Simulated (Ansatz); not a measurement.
# C2H4N: the cost of one run

Method: SPW92/def2-SVP; program: Ansatz 0.2.0, Gaussian basis.

1 further run of the same task is left out (it didn't finish).

**1. Starting geometry**

SMILES `C=N[CH2+]`, 7 atoms, charge 1, spin multiplicity 1.

Atoms are counted from 1 here; the program's logs count them from 0.

Bond lengths: C1–N2 1.229 Å, C1–H4 1.087 Å, C1–H5 1.087 Å, N2–C3 1.229 Å, C3–H6 1.086 Å, C3–H7 1.087 Å. Angles: N2–C1–H4 121.2°, N2–C1–H5 120.9°, H4–C1–H5 117.9°, C1–N2–C3 179.5°, N2–C3–H6 121.2°, N2–C3–H7 121.0°, H6–C3–H7 117.8°.

Coordinates:

```tsv
atom	x (Å)	y (Å)	z (Å)
C1	-0.9555	-0.1896	-0.7490
N2	-0.0025	0.0049	0.0020
C3	0.9553	0.1906	0.7489
H4	-1.9725	0.0310	-0.4362
H5	-0.8065	-0.5874	-1.7495
H6	1.4810	1.1410	0.7632
H7	1.3007	-0.5905	1.4207
```

**2. Dynamics**

The input, md/in.yaml:

```yaml
crystal:
  periodic: [false, false, false]
  atoms:
    - {symbol: C, position_ang: [-0.955500, -0.189600, -0.748990]}
    - {symbol: N, position_ang: [-0.002500, 0.004850, 0.001980]}
    - {symbol: C, position_ang: [0.955260, 0.190570, 0.748870]}
    - {symbol: H, position_ang: [-1.972530, 0.031000, -0.436240]}
    - {symbol: H, position_ang: [-0.806450, -0.587410, -1.749540]}
    - {symbol: H, position_ang: [1.481040, 1.141050, 0.763240]}
    - {symbol: H, position_ang: [1.300680, -0.590450, 1.420690]}
basis:
  gaussian: {orbitals: def2-SVP}
total_charge: 1
hamiltonian: {xc: lda}
md: {n_steps: 40, timestep: 0.75, temperature: 300, ensemble: nvt_nose_hoover, seed: 49, initial_velocities: maxwell_boltzmann}
```

On the command line:

```sh
$ ansatz run in.yaml --threads 2 --pin off --events-out ev --progress --plain --max-ram 3481MiB
```

**Question.** How long does this run take on 2 threads of Arm Neoverse V1, shared host, and how much memory does it need?

About 16 s, with a peak of 0.1 GiB.
